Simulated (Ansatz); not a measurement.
Born–Oppenheimer molecular dynamics of BH6NO (9 atoms, charge 0, multiplicity 1). It starts at the highest image of a converged band, a first-order saddle point between two minima.

Level of theory: Ansatz, RKS B3LYP-D4/6-31G*.

* ensemble: NVE (velocity Verlet)
* time step: 0.5 fs
* steps asked: 200
* starting velocities drawn for: 300 K
* seed: 5604

First frame:

```xyz
9
Properties=species:S:1:pos:R:3
B 0.161 0.337 0.177
O -0.274 -0.211 1.657
H -1.174 -0.576 1.629
H 1.273 -0.040 -0.061
H -0.708 0.074 -0.615
N 0.087 1.816 0.708
H 0.971 2.310 0.802
H -0.601 2.431 0.284
H -0.295 0.963 1.721
```

(1) How far do the bonds stretch over the last three quarters of this one trajectory? (Pairs bonded in most of those frames.)

Answers

(1) 
```csv
bond,mean (Å),spread (Å),shortest,longest
B1–O2,1.394,0.038,1.35,1.48
B1–H4,1.207,0.023,1.17,1.25
B1–H5,1.212,0.009,1.19,1.23
O2–H3,0.970,0.012,0.94,0.99
N6–H7,1.024,0.022,0.98,1.06
N6–H8,1.022,0.014,0.98,1.06
N6–H9,1.043,0.077,0.92,1.16
```

Pairs bonded in part of these frames only: B1–N6 29 %.

Mean temperature of the second half: 635 K. The conserved energy stayed within 0.6 meV per atom of its start (net change -0.26 meV per atom), so the integration is sound. The kinetic energy rose, since the run started high on the potential surface and went downhill. It ends in pieces (BH3O + H3N), so much of that is their flight and rotation, not heat. A run of 0.1 ps of so small a system gives no equilibrium averages. The orbitals stay closed-shell, which can raise the energy where a bond breaks towards radicals; this wasn't checked here.

Run time: 6.5 min on 1 thread of Intel(R) Xeon(R) Platinum 8259CL CPU @ 2.50GHz (Skylake/Cascade Lake), on a shared host, peak memory 0.12 GiB.
